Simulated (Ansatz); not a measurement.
Born–Oppenheimer molecular dynamics of C₂H₄S₂ (8 atoms, charge 0, multiplicity 1). It starts from a relaxed structure.

Theory: UKS r2SCAN/STO-3G in Ansatz 0.2.0.

```yaml
ensemble: NVT, Langevin thermostat
time_step: 0.5 fs
steps_asked: 282
set_temperature: 1000 K
friction: 0.02 /fs
seed: 478230
```

First frame:

```xyz
8
Properties=species:S:1:pos:R:3
S -1.218 0.787 -1.823
C -0.464 0.847 -0.395
C 0.673 -0.081 0.064
S 0.069 -1.184 1.406
H -0.756 1.552 0.414
H 1.073 -0.662 -0.785
H 1.495 0.512 0.503
H -0.872 -1.771 0.617
```

Question: How far do the bonds stretch over the last three quarters of this one trajectory? (Pairs bonded in most of those frames.)

Answer: 
| bond | mean (Å) | spread (Å) | shortest | longest |
| --- | --- | --- | --- | --- |
| S1–C2 | 1.625 | 0.039 | 1.54 | 1.70 |
| C2–C3 | 1.537 | 0.042 | 1.46 | 1.61 |
| C2–H5 | 1.124 | 0.050 | 1.01 | 1.23 |
| C3–S4 | 1.844 | 0.062 | 1.73 | 1.95 |
| C3–H6 | 1.112 | 0.043 | 1.02 | 1.22 |
| C3–H7 | 1.109 | 0.051 | 1.01 | 1.21 |
| S4–H8 | 1.371 | 0.039 | 1.29 | 1.46 |

Mean temperature of the second half: 672 K. The mean temperature of the second half is 33 % below the set value. A run of 0.14 ps of so small a system gives no equilibrium averages. Limits of this set-up: minimal basis.

Run time: 20 min on 1 thread of Arm Neoverse V1, on a shared host, peak memory 0.15 GiB.
